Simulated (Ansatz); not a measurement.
Two isomers of C3H8N2: A = `CC(N)C=N`, B = `N[C@H]1C[C@@H]1N`.

Calculated with Ansatz (gas phase, PBE0-D4/def2-TZVP geometries, no zero-point term in ΔE). CBS: MP2 limit from def2 TZ/QZ plus the TZ coupled-cluster correction, frozen cores. Functionals use def2-TZVPP. B3LYP here is the variant with VWN-RPA as its local correlation; programs differ in this. Each species was taken in one conformer, which may not be the lowest.

A:

Z-matrix (Å, degrees):
```
C
C 1 1.518
H 1 1.093 2 110.1
H 1 1.091 2 111.4 3 120.9
H 1 1.093 2 110.5 3 -120.0
N 2 1.459 1 115.6 3 58.2
C 2 1.504 1 113.1 3 -177.6
H 2 1.100 1 108.9 3 -61.0
H 6 1.014 2 109.8 1 53.6
H 6 1.012 2 110.3 1 -63.9
N 7 1.263 2 122.5 1 5.0
H 7 1.098 2 113.5 1 -174.3
H 11 1.019 7 110.9 2 179.8
```

B:

Z-matrix (Å, degrees):
```
C
C 1 1.507
C 1 1.488 2 60.3
N 1 1.434 2 123.5 3 107.7
H 1 1.085 2 115.3 3 -104.8
H 2 1.084 1 117.8 3 -107.2
H 2 1.083 1 118.1 3 106.1
N 3 1.430 1 117.9 2 -107.4
H 3 1.093 1 114.7 2 106.0
H 4 1.012 1 110.8 2 -47.8
H 4 1.013 1 110.7 2 70.8
H 8 1.012 3 111.1 1 153.8
H 8 1.012 3 111.1 1 -86.0
```

Q: Which isomer does CCSD(T)/CBS put lower? Give the gap. (An estimate is asked.)

A: The calculation gave: A, by 58.3 kJ/mol.

Q: Give E(B) − E(A) in kJ/mol with ωB97M-V, HF/def2-TZVPP, B3LYP, B3LYP-D4, MP2/def2-TZVPP, CCSD(T)/def2-TZVPP, PBE0-D4. (Estimate.)

A: The calculation gave: ωB97M-V 51.3, HF/def2-TZVPP 68.8, B3LYP 61.0, B3LYP-D4 62.4, MP2/def2-TZVPP 50.1, CCSD(T)/def2-TZVPP 61.1, PBE0-D4 39.6. None reverses the order clearly.

Largest T1 diagnostic: 0.011.

From PBE to PBE0 (25 % exact exchange), in def2-TZVPP and without D4, E(B) − E(A) moves by −7.1 kJ/mol. In def2-TZVPP, CCSD(T) changes the Hartree–Fock value by −7.7 kJ/mol (the triples alone add +1.9 kJ/mol) and MP2 by −18.7 kJ/mol.
